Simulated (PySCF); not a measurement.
# Stretching BO⁺

Set-up: basis B cc-pVDZ, O cc-pVDZ; no relativity; PySCF 2.14. Energies in eV from B⁺ + O in their ground configurations at the same level. State: ¹Σ⁺ (singlet), closed shell.

```json
{"R (Å)": "1.029", "HSE06": "-1.928"}
{"R (Å)": "1.076", "HSE06": "-2.919"}
{"R (Å)": "1.124", "HSE06": "-3.473"}
{"R (Å)": "1.160", "HSE06": "-3.671"}
{"R (Å)": "1.196", "HSE06": "-3.724"}
{"R (Å)": "1.232", "HSE06": "-3.662"}
{"R (Å)": "1.280", "HSE06": "-3.445"}
{"R (Å)": "1.339", "HSE06": "-3.024"}
{"R (Å)": "1.411", "HSE06": "-2.389"}
{"R (Å)": "1.507", "HSE06": "-1.458"}
```

**Question.** Put a parabola through the three lowest points of the HSE06 curve and estimate Re, k and ωe (reduced mass 6.521 u; 1 eV/Å² = 0.16022 mdyn/Å; ωe = 1302.8·√(k/μ) cm⁻¹).

**Answer.** Through R = 1.16, 1.196, 1.232 Å the second-order coefficient is 44.4 eV/Å², so Re ≈ 1.195 Å, k ≈ 14.2 mdyn/Å and ωe ≈ 1924 cm⁻¹. A polynomial fit of higher order to the unrounded HSE06 energies gives Re = 1.193 Å, k = 14.5 mdyn/Å, ωe = 1940 cm⁻¹; anharmonicity and rounding make the difference.

The higher-order fit for each curve: HSE06: Re = 1.193 Å, ωe = 1940 cm⁻¹, De = 3.72 eV.

For an ion De counts to the pair picked by the measured ionisation energies or electron affinities, which need not be the lowest pair at this level.
